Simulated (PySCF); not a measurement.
Compound: H2S.
Numbering: `[SH2:1]` (hydrogens: H2, H3 on S1)

Method: PBE0-D3(BJ)/def2-TZVP geometry optimisation, gas phase (PySCF); density fitting, grid level 2; the optimiser is geomeTRIC in internal coordinates, started from a GFN2-xTB structure with every atom displaced at random (about 0.01 Å).

Step 0: E = -10864.4122 eV
```
atom  x, y, z in Å  |  force x, y, z in eV/Å
S1     -0.0199    0.5350    0.0244   -1.184   1.543   0.038
H2     -0.9685   -0.3968    0.0033   -0.185  -0.244  -0.006
H3      0.9305   -0.3236    0.0028    1.369  -1.299  -0.033
```

Step 1: E = -10864.4600 eV
```
atom  x, y, z in Å  |  force x, y, z in eV/Å
S1     -0.0463    0.5644    0.0252    0.436  -0.479  -0.012
H2     -0.9818   -0.4001    0.0033    0.043   0.046   0.001
H3      0.9701   -0.3496    0.0022   -0.479   0.433   0.011
```

**Question.** Estimate the geometry and energy of step 2. (The exact step hangs on the optimiser's Hessian estimate; all steps are aligned on step 1, rigid shifts and turns removed.)

**Answer.** E = -10864.4682 eV, largest force 0.135 eV/Å
```
atom  x, y, z in Å  |  force x, y, z in eV/Å
S1     -0.0396    0.5591    0.0250    0.093  -0.097  -0.002
H2     -0.9769   -0.4004    0.0033   -0.004   0.006   0.000
H3      0.9585   -0.3441    0.0023   -0.089   0.091   0.002
```

The energy changes by -0.0083 eV. The first-order estimate −F·Δx gives -0.0137 eV and the mean of the old and new forces, exact on a quadratic surface, -0.0082 eV. The step makes an angle of 24° with the force vector and moves no atom by more than 0.013 Å.

What follows is the cost of the whole optimisation. Hardware: one thread, Arm Neoverse N1 (aarch64), no GPU (shared host). Cost: 3.6 s of wall time, 0.26 GiB resident at most.
